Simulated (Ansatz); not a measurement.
Born–Oppenheimer molecular dynamics of CH₇FSi (10 atoms, charge 0, multiplicity 1). It starts at the highest image of a converged band. Of that band: Neighbouring images differ by up to 1.6 eV, so the band resolves the path poorly. A vibrational analysis at the climbing image gives one clearly imaginary mode, 1087i cm⁻¹: a first-order saddle point.

These are results of RKS B3LYP/def2-SVP in Ansatz, not measurements.

```
ensemble                      : NVE (velocity Verlet)
time step                     : 0.5 fs
steps asked                   : 200
starting velocities drawn for : 300 K
seed                          : 11276
```

First frame:

```xyz
10
Properties=species:S:1:pos:R:3
Si -0.251 0.092 0.023
C -0.031 0.010 2.185
H -0.701 -0.020 3.070
H 0.572 -0.907 2.223
H 0.608 0.894 2.306
H 1.255 0.068 0.016
H -0.550 1.390 -0.635
H -0.596 -1.166 -0.690
F -2.074 0.120 0.739
H -1.222 0.071 1.585
```

How far do the bonds stretch over the last three quarters of this one trajectory? (Pairs bonded in most of those frames.)


| bond | mean (Å) | spread (Å) | shortest | longest |
| --- | --- | --- | --- | --- |
| Si1–H6 | 1.486 | 0.012 | 1.46 | 1.51 |
| Si1–H7 | 1.493 | 0.019 | 1.46 | 1.53 |
| Si1–H8 | 1.494 | 0.030 | 1.44 | 1.54 |
| Si1–F9 | 1.646 | 0.062 | 1.56 | 1.73 |
| C2–H3 | 1.102 | 0.024 | 1.06 | 1.15 |
| C2–H4 | 1.101 | 0.016 | 1.07 | 1.13 |
| C2–H5 | 1.102 | 0.010 | 1.08 | 1.12 |
| C2–H10 | 1.103 | 0.032 | 1.05 | 1.15 |

Mean temperature of the second half: 2891 K. The conserved energy stayed within 0.089 meV per atom of its start (net change 0.026 meV per atom), so the integration is sound. The kinetic energy rose, since the run started high on the potential surface and went downhill. It ends in pieces (CH4 + FH3Si), so much of that is their flight and rotation, not heat. A run of 0.1 ps of so small a system gives no equilibrium averages. The orbitals stay closed-shell, which can raise the energy where a bond breaks towards radicals; this wasn't checked here.

Time of the run: 8 min on 1 thread of Arm Neoverse V1, on a shared host, peak memory 0.17 GiB.
